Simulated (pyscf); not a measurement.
H₂B–NH–SiH₃ + ammonia (NH₃) → silylamine (H₂N–SiH₃) + H₂B–NH₂, a four-centre exchange (singlet surface; B–N, H–N broken, H–N, B–N formed). Single points on ωB97X-D3(BJ)/def2-SVP structures (PySCF, gas phase). Energies in kcal/mol from the separated reactants.

Small-basis levels: PySCF, no dispersion term, spherical d functions. AM1 to PM7: differences of heats of formation from MOPAC, which are fitted to 298 K values and so differ in kind from electronic energies by zero-point and thermal terms. GFN2-xTB: tblite. Cost: rough CPU time at the saddle relative to B3LYP/6-31G*, from one job on a shared machine.

```csv
level,barrier,reaction energy,cost
HF/3-21G,10.6,-5.1,0.05
HF/6-31G*,30.0,-1.1,0.08
MP2/6-31G*,11.6,-0.7,0.1
BP86/6-31G*,6.4,-2.1,2
B3LYP/3-21G,-5.0,-7.5,0.7
B3LYP/LANL2DZ,7.3,-6.8,0.8
B3LYP/6-31G*,13.0,-1.8,1
M06-2X/6-31G*,7.5,-1.0,2
PBE/def2-SVP,0.8,-3.4,2
GFN2-xTB,11.6,-3.2,under 0.02
PM6,11.1,+0.6,under 0.02
PM7,20.8,+6.9,under 0.02
ωB97M-D3(BJ)/def2-TZVP,12.5,-1.7,–
```

Against the last row the barrier runs from -17.5 (B3LYP/3-21G) to +17.5 kcal/mol (HF/6-31G*). At B3LYP/3-21G this geometry lies under one side, so the entry may be no barrier of that level: it is a single point on another level's saddle. ωB97M-D3(BJ)/def2-TZVP has limits of its own. On the reactant side the descent ends in an adduct with a B–N contact, 10.6 kcal/mol under the separated species and 22.9 kcal/mol under the saddle at ωB97X-D3(BJ)/def2-TZVP. On the product side the descent ends in an adduct with a B–N contact, 2.0 kcal/mol under the separated species and 15.4 kcal/mol under the saddle at ωB97X-D3(BJ)/def2-TZVP. What is counted as formed (B–N) is already present as a longer contact in the reactant adduct; forming that adduct is a step of its own. What is counted as broken (B–N) persists as a longer contact in the product adduct; parting that adduct is a step of its own. This is the saddle that the search found; another between the same sides may lie lower.
